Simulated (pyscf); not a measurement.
PySCF, gas phase, ωB97X-D3(BJ)/def2-SVP geometries.

**Question.** HO–Ga(AsH₂)–AsH₂ + H₂ → H₂As–GaH–AsH₂ + H₂O
Surface: singlet. Broken: Ga–O, H–H. Formed: Ga–H, H–O. Give ΔE‡ and ΔE from PBE/def2-TZVP, relative to the separated reactants.

**Answer.** ΔE‡ = 20.4 kcal/mol, ΔE = +12.2 kcal/mol. ωB97M-D3(BJ)/def2-TZVP gives 23.7 kcal/mol and +11.3 kcal/mol. Zero-point energy shifts the barrier by +2.3 kcal/mol. It is a four-centre exchange, with an imaginary mode of 1313i cm⁻¹. On the product side the descent ends in an adduct with a Ga–O contact, 14.8 kcal/mol under the separated species and 26.0 kcal/mol under the saddle at ωB97X-D3(BJ)/def2-TZVP. What is counted as broken (Ga–O) persists as a longer contact in the product adduct; parting that adduct is a step of its own. At the saddle there is also a short Ga–H contact that neither side keeps. One saddle was located; it need not be the lowest between these sides. Elements up to Kr have no core potential and no relativistic terms here.
